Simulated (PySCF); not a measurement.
**Functional dependence of a UV spectrum**

Compound: cyclopentene, C5H8.
Atom-mapped SMILES: `[CH:1]1=[CH:2][CH2:3][CH2:4][CH2:5]1` (hydrogens: H6 on C1; H7 on C2; H8, H9 on C3; H10, H11 on C4; H12, H13 on C5)

Structure used (PBE0-D3(BJ)/def2-SVP), in Å, numbered top down from 1:
```xyz
13
C5H8 angstrom
C     -0.919    0.982   -0.179
C      0.380    1.295   -0.133
C      1.246    0.072   -0.015
C      0.238   -1.035    0.346
C     -1.138   -0.504   -0.098
H     -1.732    1.701   -0.305
H      0.782    2.308   -0.218
H      2.045    0.179    0.737
H      1.757   -0.128   -0.976
H      0.234   -1.177    1.438
H      0.489   -2.007   -0.103
H     -1.437   -0.900   -1.087
H     -1.946   -0.785    0.598
```

Linear-response calculations in the def2-SVPD basis (PySCF; singlets by full response, triplets Tamm–Dancoff, core orbitals frozen in the response; HF means time-dependent Hartree–Fock). 'Strongest' is the level of largest summed f among the singlets computed (10 roots, of which the last may lack a degenerate partner); it can jump between rows when another state enters that window. S1 is the lowest singlet of each run and needn't be the same state throughout; f(S1) is that of one state. Geometry: PBE0-D3(BJ)/def2-SVP, one conformer, isolated molecule.

```tsv
functional	kind	S1 (eV)	f(S1)	strongest (eV)	T1 (eV)	HOMO (eV)	gap (eV)	ionisation energy, ΔSCF (eV)
LDA	LDA	5.95	0.002	6.35	4.49	-5.82	5.14	8.96
PBE	GGA	5.92	0.002	6.48	4.28	-5.71	5.23	8.82
B3LYP	global hybrid, 20% exact exchange	6.26	0.002	6.79	4.27	-6.63	6.94	8.98
PBE0	global hybrid, 25% exact exchange	6.51	0.003	6.88	4.19	-6.82	7.38	8.94
BHandHLYP	global hybrid, 50% exact exchange	6.74	0.005	7.05	4.13	-7.80	9.18	8.87
CAM-B3LYP	range-separated hybrid	6.65	0.005	6.96	4.22	-8.14	9.68	9.04
LC-wPBE	range-separated hybrid	7.14	0.271	7.14	4.10	-9.49	12.15	9.12
HF	Hartree–Fock	7.20	0.092	7.21	3.64	-9.25	12.18	not settled
```

Question: What does wB97X-D (range-separated hybrid) give?

Answer: S1 (eV) 6.92, f(S1) 0.008, strongest (eV) 6.98, T1 (eV) 4.34, HOMO (eV) -8.66, gap (eV) 11.06, ionisation energy, ΔSCF (eV) 8.99. S1 runs from 5.92 eV (PBE) to 7.20 eV (HF), a spread of 1.28 eV, while the orbital gap spreads over 7.0 eV. Along PBE (0%), B3LYP (20%), PBE0 (25%), BHandHLYP (50%), HF (100%) S1 rises with the share of exact exchange. −ε(HOMO) comes closest to its own ΔSCF ionisation energy with wB97X-D (-0.33 eV) and misses most with LDA (-3.14 eV). 'Not settled' means that the ion's SCF failed to converge or may have ended in another state than the lowest.
